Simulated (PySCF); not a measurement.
Deprotonation sites of methyl fluoride

Parent: `CF` (CH3F). Non-hydrogen atoms are numbered in `[CH3:1][F:2]`.

Energies: M06-2X/ma-def2-TZVP (PySCF, density fitting, integration grid level 3) on PBE0-D3(BJ)/ma-def2-SVP structures. Thermal corrections: PBE0-D3(BJ)/ma-def2-SVP frequencies, unscaled, ideal gas at 298.15 K and 1 bar, quasi-RRHO entropy.

```jsonl
{"site": "C1 (methyl carbon)", "product": "[CH2-]F", "ΔH(acid) / kJ/mol": "1712", "ΔG(acid) / kJ/mol": "1677"}
```

ΔH and ΔG refer to AH → A⁻ + H⁺ in the gas phase. Sites whose products fell apart, merged with another or lost in a GFN2-xTB screen aren't listed.

In methanol the product from C1 is solvated 275 kJ/mol more strongly than the parent (electrostatics only).

Vertical detachment energies of the anions: `[CH2-]F` 0.91 eV.

Measured values (NIST Chemistry WebBook, evaluated or the median of agreeing entries): deprotonation enthalpy (ΔH) 1711 kJ/mol (computed 1712, difference 1); gas-phase acidity (ΔG) 1676 kJ/mol (computed 1677, difference 1).
